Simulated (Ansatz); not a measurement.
CH4MgO, SMILES `[CH3][Mg][OH]` from Hartree–Fock to CCSD(T)

Cartesian coordinates in Å:
```
C 0.178 0.804 -1.076
Mg -0.095 -0.427 0.570
O -0.329 -1.476 1.968
H -0.721 1.387 -1.297
H 0.421 0.228 -1.974
H 0.995 1.515 -0.916
H -0.450 -2.031 2.725
```

Charge 0, multiplicity 1. Correlated methods include outer-core shells of Mg, which these sets cover unevenly. Geometry: relaxed with PBE0-D4/def2-TZVP. It is one conformer, not always the lowest. Frozen core, restricted reference, the Gaussian-basis code of Ansatz. CBS rows extrapolate triple and quadruple zeta; past MP2 they add the triple-zeta difference. For Mg the program correlates outer-core shells too, which these sets cover unevenly, so the extrapolated numbers aren't a true limit.

```
     basis     HF (Eh)  MP2 corr.
  def2-SVP  -314.53885   -0.38179
def2-TZVPP  -314.75062   -0.63522
def2-QZVPP  -314.76572   -0.70918
```

Estimate the CCSD correlation energy and the (T) correction in each basis where they were run (hartree).


| basis | CCSD corr. | (T) |
| --- | --- | --- |
| def2-SVP | -0.40514 | -0.00903 |
| def2-TZVPP | -0.65739 | -0.01822 |
| CBS(def2) | -0.78613 | as TZ |
